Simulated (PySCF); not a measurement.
Cost against size for one kind of job: PBE0-D3(BJ)/def2-SVP geometry optimisation, gas phase (PySCF 2.14.0); work: geometry optimisation from a GFN2-xTB start. Hardware: an Arm Neoverse V1 with one thread (shared host). The host was shared with other jobs, so the times are rough.

| species (SMILES) | atoms | electrons | basis functions | SCF cycles | gradient evaluations | wall time |
| --- | --- | --- | --- | --- | --- | --- |
| C | 5 | 10 | 34 | 14 | 3 | 1.5 s |
| F[BH-]1[NH2+][BH2-][NH2+]1 | 12 | 40 | 105 | 22 | 4 | 16 s |
| CCCCCOCC | 24 | 66 | 192 | 46 | 7 | 2.1 min |
| CCCCCCCO | 24 | 66 | 192 | 26 | 4 | ? |
| CCOCC(C)(C)C | 24 | 66 | 192 | 26 | 4 | ? |

Estimate the withheld figures.

`CCCCCCCO`: 76 s; `CCOCC(C)(C)C`: 76 s.

With all rows, how does the wall time grow with the number of basis functions N?

A straight line through log(time) against log(N) has slope 2.4 between N = 34 and 192, and the rows scatter about it by a factor of about 1.3 (standard error of the fit). This is a fit to these rows, whose iteration counts differ, not the method's formal scaling.

Which species took longest, and how many times the shortest run?

`CCCCCOCC`, at 2.1 min: about 84 times the shortest (1.5 s).
